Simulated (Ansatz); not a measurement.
Input for Ansatz (development build ahead of 0.2.0):

```yaml
crystal:
  periodic: [false, false, false]
  atoms:
    - { symbol: O, position_ang: [0.00079, 0.04804, -0.13069] }
    - { symbol: H, position_ang: [-0.01383, 0.77373, 0.45602] }
    - { symbol: H, position_ang: [-0.01126, -0.80678, 0.51417] }
basis:
  gaussian: { orbitals: "6-31G" }
total_charge: 1
magnetization:
  spin_polarized: true
  initial_magnetization: 1
hamiltonian:
  xc: hf
correlation:
  method: mp2
  frozen_orbitals: { H: 0, O: 1 }
```

The input is written out in the form of the current development build from the run's settings.

The run gave:

```
Converged                       : yes
Reference energy                : -75.57553 hartree
Correlation energy              : -0.09274 hartree
Total energy                    : -75.66827 hartree
Spin squared of the determinant : 0.757
```
